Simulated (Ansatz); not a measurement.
Ansatz (a program for electronic structure) input (B3LYP-D3(BJ)/def2-TZVP):

Ansatz 0.2 input:
```yaml
crystal:
  periodic: [false, false, false]
  atoms:
    - {symbol: C, position_ang: [-0.01831353, -0.22571553, 1.21152738]}
    - {symbol: N, position_ang: [-0.01645639, 0.58055635, 0.00241189]}
    - {symbol: C, position_ang: [-0.04281511, -0.21633908, -1.21261938]}
    - {symbol: H, position_ang: [0.79457957, -0.96984525, 1.25371388]}
    - {symbol: H, position_ang: [0.06101238, 0.42028397, 2.08676885]}
    - {symbol: H, position_ang: [-0.96384423, -0.76890494, 1.28362309]}
    - {symbol: H, position_ang: [0.79201558, 1.18956731, -0.00340397]}
    - {symbol: H, position_ang: [0.76900106, -0.96005667, -1.27698220]}
    - {symbol: H, position_ang: [0.01885451, 0.43641726, -2.08426242]}
    - {symbol: H, position_ang: [-0.98965234, -0.75902850, -1.26978846]}
basis:
  gaussian:
    orbitals: def2-TZVP
hamiltonian:
  xc: b3lyp
  dispersion: d3bj
phonons: {temperatures: {t_min: 298.15, t_max: 298.15, t_step: 100}}
```

Output:

```
Functional definition: B3LYP
integrals: 0.04 GiB planned
823 factors; their error is unknown
mean field: 0.45 GiB planned
mean field evaluation 1: about -3670.2419 eV, gradient 6.5e1 eV
mean field evaluation 2: about -3660.3263 eV, gradient 9.0e1 eV
mean field evaluation 4: about -3679.5367 eV, gradient 5.2e0 eV
mean field evaluation 8: about -3679.5667 eV, gradient 3.9e-2 eV
mean field evaluation 16: about -3679.5667 eV, gradient 1.9e-5 eV
mean field -3679.56671453 eV, -135.2215826589 hartree, gradient 1.9e-5 eV, S^2 0.000000; 0 other end points of the search recorded, 0 dependent functions left out
the calculation of the forces begins
reference -3679.56695707 eV, -135.2215915721 hartree; 13, 13 occupied and 122, 122 virtual orbitals, 823 factors
these checks for a lower state are left out or cut short: stability, starts, cluster_reference, orbital_swaps, neighbouring_geometries, increment
integrals: 0.04 GiB planned
823 factors; their error is unknown
mean field: 0.45 GiB planned
mean field -3679.56654370 eV, -135.2215763811 hartree, gradient 1.9e-6 eV, S^2 0.000000; 0 other end points of the search recorded, 0 dependent functions left out
the calculation of the forces begins
reference -3679.56678631 eV, -135.2215852968 hartree; 13, 13 occupied and 122, 122 virtual orbitals, 823 factors
these checks for a lower state are left out or cut short: stability, starts, cluster_reference, orbital_swaps, neighbouring_geometries, increment
integrals: 0.04 GiB planned
823 factors; their error is unknown
mean field: 0.45 GiB planned
mean field -3679.56655101 eV, -135.2215766499 hartree, gradient 1.9e-6 eV, S^2 0.000000; 0 other end points of the search recorded, 0 dependent functions left out
the calculation of the forces begins
reference -3679.56679349 eV, -135.2215855606 hartree; 13, 13 occupied and 122, 122 virtual orbitals, 823 factors
these checks for a lower state are left out or cut short: stability, starts, cluster_reference, orbital_swaps, neighbouring_geometries, increment
integrals: 0.04 GiB planned
823 factors; their error is unknown
mean field: 0.45 GiB planned
mean field evaluation 32: about -3679.5880 eV, gradient 2.8e-4 eV
mean field -3679.56654668 eV, -135.2215764909 hartree, gradient 1.9e-6 eV, S^2 0.000000; 0 other end points of the search recorded, 0 dependent functions left out
the calculation of the forces begins
reference -3679.56678918 eV, -135.2215854024 hartree; 13, 13 occupied and 122, 122 virtual orbitals, 823 factors
these checks for a lower state are left out or cut short: stability, starts, cluster_reference, orbital_swaps, neighbouring_geometries, increment
integrals: 0.04 GiB planned
823 factors; their error is unknown
mean field: 0.45 GiB planned
mean field -3679.56655596 eV, -135.2215768317 hartree, gradient 1.9e-6 eV, S^2 0.000000; 0 other end points of the search recorded, 0 dependent functions left out
the calculation of the forces begins
reference -3679.56679854 eV, -135.2215857465 hartree; 13, 13 occupied and 122, 122 virtual orbitals, 823 factors
these checks for a lower state are left out or cut short: stability, starts, cluster_reference, orbital_swaps, neighbouring_geometries, increment
integrals: 0.04 GiB planned
823 factors; their error is unknown
mean field: 0.45 GiB planned
mean field -3679.56658968 eV, -135.2215780708 hartree, gradient 1.9e-6 eV, S^2 0.000000; 0 other end points of the search recorded, 0 dependent functions left out
the calculation of the forces begins
reference -3679.56683211 eV, -135.2215869800 hartree; 13, 13 occupied and 122, 122 virtual orbitals, 823 factors
these checks for a lower state are left out or cut short: stability, starts, cluster_reference, orbital_swaps, neighbouring_geometries, increment
integrals: 0.04 GiB planned
[...]
integrals: 0.04 GiB planned
823 factors; their error is unknown
mean field: 0.45 GiB planned
mean field -3679.56666950 eV, -135.2215810042 hartree, gradient 1.9e-6 eV, S^2 0.000000; 0 other end points of the search recorded, 0 dependent functions left out
the calculation of the forces begins
reference -3679.56691209 eV, -135.2215899193 hartree; 13, 13 occupied and 122, 122 virtual orbitals, 823 factors
these checks for a lower state are left out or cut short: stability, starts, cluster_reference, orbital_swaps, neighbouring_geometries, increment
integrals: 0.04 GiB planned
823 factors; their error is unknown
mean field: 0.45 GiB planned
mean field -3679.56666428 eV, -135.2215808123 hartree, gradient 1.9e-6 eV, S^2 0.000000; 0 other end points of the search recorded, 0 dependent functions left out
the calculation of the forces begins
reference -3679.56690677 eV, -135.2215897236 hartree; 13, 13 occupied and 122, 122 virtual orbitals, 823 factors
these checks for a lower state are left out or cut short: stability, starts, cluster_reference, orbital_swaps, neighbouring_geometries, increment
integrals: 0.04 GiB planned
823 factors; their error is unknown
mean field: 0.45 GiB planned
mean field evaluation 160: about -3679.5882 eV, gradient 2.1e-4 eV
mean field -3679.56666536 eV, -135.2215808521 hartree, gradient 1.9e-6 eV, S^2 0.000000; 0 other end points of the search recorded, 0 dependent functions left out
the calculation of the forces begins
reference -3679.56690797 eV, -135.2215897678 hartree; 13, 13 occupied and 122, 122 virtual orbitals, 823 factors
these checks for a lower state are left out or cut short: stability, starts, cluster_reference, orbital_swaps, neighbouring_geometries, increment
integrals: 0.04 GiB planned
823 factors; their error is unknown
mean field: 0.45 GiB planned
mean field -3679.56662091 eV, -135.2215792186 hartree, gradient 1.9e-6 eV, S^2 0.000000; 0 other end points of the search recorded, 0 dependent functions left out
the calculation of the forces begins
reference -3679.56686338 eV, -135.2215881293 hartree; 13, 13 occupied and 122, 122 virtual orbitals, 823 factors
these checks for a lower state are left out or cut short: stability, starts, cluster_reference, orbital_swaps, neighbouring_geometries, increment
integrals: 0.04 GiB planned
823 factors; their error is unknown
mean field: 0.45 GiB planned
mean field -3679.56662502 eV, -135.2215793698 hartree, gradient 1.9e-6 eV, S^2 0.000000; 0 other end points of the search recorded, 0 dependent functions left out
the calculation of the forces begins
reference -3679.56686751 eV, -135.2215882808 hartree; 13, 13 occupied and 122, 122 virtual orbitals, 823 factors
these checks for a lower state are left out or cut short: stability, starts, cluster_reference, orbital_swaps, neighbouring_geometries, increment
integrals: 0.04 GiB planned
823 factors; their error is unknown
mean field: 0.45 GiB planned
mean field -3679.56664470 eV, -135.2215800927 hartree, gradient 1.9e-6 eV, S^2 0.000000; 0 other end points of the search recorded, 0 dependent functions left out
the calculation of the forces begins
reference -3679.56688730 eV, -135.2215890081 hartree; 13, 13 occupied and 122, 122 virtual orbitals, 823 factors
these checks for a lower state are left out or cut short: stability, starts, cluster_reference, orbital_swaps, neighbouring_geometries, increment
integrals: 0.04 GiB planned
823 factors; their error is unknown
mean field: 0.45 GiB planned
mean field evaluation 192: about -3679.5667 eV, gradient 1.7e-6 eV
mean field -3679.56667164 eV, -135.2215810830 hartree, gradient 1.9e-6 eV, S^2 0.000000; 0 other end points of the search recorded, 0 dependent functions left out
the calculation of the forces begins
reference -3679.56691417 eV, -135.2215899956 hartree; 13, 13 occupied and 122, 122 virtual orbitals, 823 factors
these checks for a lower state are left out or cut short: stability, starts, cluster_reference, orbital_swaps, neighbouring_geometries, increment
integrals: 0.04 GiB planned
823 factors; their error is unknown
mean field: 0.45 GiB planned
mean field -3679.56668512 eV, -135.2215815783 hartree, gradient 1.9e-6 eV, S^2 0.000000; 0 other end points of the search recorded, 0 dependent functions left out
the calculation of the forces begins
reference -3679.56692768 eV, -135.2215904921 hartree; 13, 13 occupied and 122, 122 virtual orbitals, 823 factors
these checks for a lower state are left out or cut short: stability, starts, cluster_reference, orbital_swaps, neighbouring_geometries, increment
integrals: 0.04 GiB planned
823 factors; their error is unknown
mean field: 0.45 GiB planned
mean field -3679.56672053 eV, -135.2215828796 hartree, gradient 1.9e-6 eV, S^2 0.000000; 0 other end points of the search recorded, 0 dependent functions left out
the calculation of the forces begins
reference -3679.56696311 eV, -135.2215917941 hartree; 13, 13 occupied and 122, 122 virtual orbitals, 823 factors
these checks for a lower state are left out or cut short: stability, starts, cluster_reference, orbital_swaps, neighbouring_geometries, increment
integrals: 0.04 GiB planned
823 factors; their error is unknown
mean field: 0.45 GiB planned
mean field -3679.56667553 eV, -135.2215812260 hartree, gradient 1.9e-6 eV, S^2 0.000000; 0 other end points of the search recorded, 0 dependent functions left out
the calculation of the forces begins
reference -3679.56691804 eV, -135.2215901379 hartree; 13, 13 occupied and 122, 122 virtual orbitals, 823 factors
these checks for a lower state are left out or cut short: stability, starts, cluster_reference, orbital_swaps, neighbouring_geometries, increment
integrals: 0.04 GiB planned
823 factors; their error is unknown
mean field: 0.45 GiB planned
mean field -3679.56663915 eV, -135.2215798890 hartree, gradient 1.9e-6 eV, S^2 0.000000; 0 other end points of the search recorded, 0 dependent functions left out
the calculation of the forces begins
reference -3679.56688170 eV, -135.2215888025 hartree; 13, 13 occupied and 122, 122 virtual orbitals, 823 factors
these checks for a lower state are left out or cut short: stability, starts, cluster_reference, orbital_swaps, neighbouring_geometries, increment
integrals: 0.04 GiB planned
823 factors; their error is unknown
mean field: 0.45 GiB planned
mean field evaluation 224: about -3679.5881 eV, gradient 2.5e-4 eV
mean field -3679.56662073 eV, -135.2215792121 hartree, gradient 1.9e-6 eV, S^2 0.000000; 0 other end points of the search recorded, 0 dependent functions left out
the calculation of the forces begins
reference -3679.56686327 eV, -135.2215881251 hartree; 13, 13 occupied and 122, 122 virtual orbitals, 823 factors
these checks for a lower state are left out or cut short: stability, starts, cluster_reference, orbital_swaps, neighbouring_geometries, increment
integrals: 0.04 GiB planned
823 factors; their error is unknown
mean field: 0.45 GiB planned
mean field -3679.56668956 eV, -135.2215817413 hartree, gradient 1.9e-6 eV, S^2 0.000000; 0 other end points of the search recorded, 0 dependent functions left out
the calculation of the forces begins
reference -3679.56693212 eV, -135.2215906555 hartree; 13, 13 occupied and 122, 122 virtual orbitals, 823 factors
these checks for a lower state are left out or cut short: stability, starts, cluster_reference, orbital_swaps, neighbouring_geometries, increment
integrals: 0.04 GiB planned
823 factors; their error is unknown
mean field: 0.45 GiB planned
mean field -3679.56666154 eV, -135.2215807118 hartree, gradient 1.9e-6 eV, S^2 0.000000; 0 other end points of the search recorded, 0 dependent functions left out
the calculation of the forces begins
reference -3679.56690406 eV, -135.2215896240 hartree; 13, 13 occupied and 122, 122 virtual orbitals, 823 factors
Total energy: -3679.79986146 eV, -135.2301506508 hartree
Atom 0 at    -0.018314    -0.225716     1.211527 Å, force    -0.001502    -0.001651     0.001034 eV/Å
Atom 1 at    -0.016456     0.580556     0.002412 Å, force     0.001656     0.000949    -0.000013 eV/Å
Atom 2 at    -0.042815    -0.216339    -1.212619 Å, force    -0.001522    -0.001643    -0.001016 eV/Å
Atom 3 at     0.794580    -0.969845     1.253714 Å, force    -0.000217     0.000789    -0.000516 eV/Å
Atom 4 at     0.061012     0.420284     2.086769 Å, force     0.000444    -0.000210     0.000162 eV/Å
Atom 5 at    -0.963844    -0.768905     1.283623 Å, force     0.000570     0.000273     0.000087 eV/Å
Atom 6 at     0.792016     1.189567    -0.003404 Å, force    -0.000230     0.000643     0.000005 eV/Å
Atom 7 at     0.769001    -0.960057    -1.276982 Å, force    -0.000207     0.000785     0.000527 eV/Å
Atom 8 at     0.018855     0.436417    -2.084262 Å, force     0.000440    -0.000209    -0.000172 eV/Å
Atom 9 at    -0.989652    -0.759028    -1.269788 Å, force     0.000568     0.000274    -0.000097 eV/Å
Dipole moment:     0.187432    -0.066290    -0.002151 e Å
Vibrations: 232.78 263.36 385.68 767.98 942.55 1036.47 1101.63 1169.94 1187.01 1268.35 1443.77 1469.65 1475.93 1487.11 1494.29 1517.02 1517.49 2925.12 2929.20 3046.78 3046.96 3095.04 3095.60 3515.59 cm⁻¹, zero-point energy 2.505429 eV
```
